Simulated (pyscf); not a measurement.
7 gas-phase steps of one pattern: four-centre exchange on the singlet surface, F/Cl/Br/I–H, H–Si/Ge/Sn broken and F/Cl/Br/I–Si/Ge/Sn, H–H formed. Single points on ωB97X-D3(BJ)/def2-SVP structures (PySCF, gas phase). Electronic energies in kcal/mol, from the separated reactants; ΔE‡ at ωB97M-D3(BJ)/def2-TZVP, beside the barrier at PBE/def2-TZVP on the same structures. Rows were drawn at random from the steps of this pattern with a verified saddle, stable references and no exit in the data more than 5 kcal/mol lower.

| row | step | ΔE‡(PBE) | ΔE‡ |
|---|---|---|---|
| 1 | H₂N–SiH(NH₂)–NH₂ + HF → H₂N–Si(NH₂)(NH₂)–F + H₂ | 13.9 | 18.5 |
| 2 | H₃Si–SeH + HF → F–SiH₂–SeH + H₂ | 22.3 | 28.2 |
| 3 | H₃Si–O–SiH₃ + HCl -> H₃Si–O–SiH₂–Cl + H₂ | 23.6 | 30.2 |
| 4 | H₃C–SiH₃ + HCl → H₃C–SiH₂–Cl + H₂ | 28.2 | ? |
| 5 | Cl–SiH₂–Cl + HCl -> Cl–SiH(Cl)–Cl + H₂ | 34.1 | 41.8 |
| 6 | F–GeH₃ + HF → F–GeH₂–F + H₂ | 27.9 | 34.3 |
| 7 | GeH₄ + HCl -> Cl–GeH₃ + H₂ | 34.9 | 41.6 |

Task: From a straight line through the complete rows, estimate the missing barrier and say how far the line can be trusted.

Result: Over the 6 complete rows the means are +26.1 (ΔE‡(PBE)) and 32.4 (ΔE‡); least squares gives b = 1.12 and a = 3.2 kcal/mol, with residuals of 0.4 kcal/mol (root mean square; largest 0.7, row 7). For row 4: 3.2 + 1.12 × (+28.2) = 34.8 kcal/mol. The computed barrier is 33.9 kcal/mol, 0.9 under the line. The line follows these rows closely. Each barrier is that of the saddle found. Elements up to Kr have no core potential and no relativistic terms here.
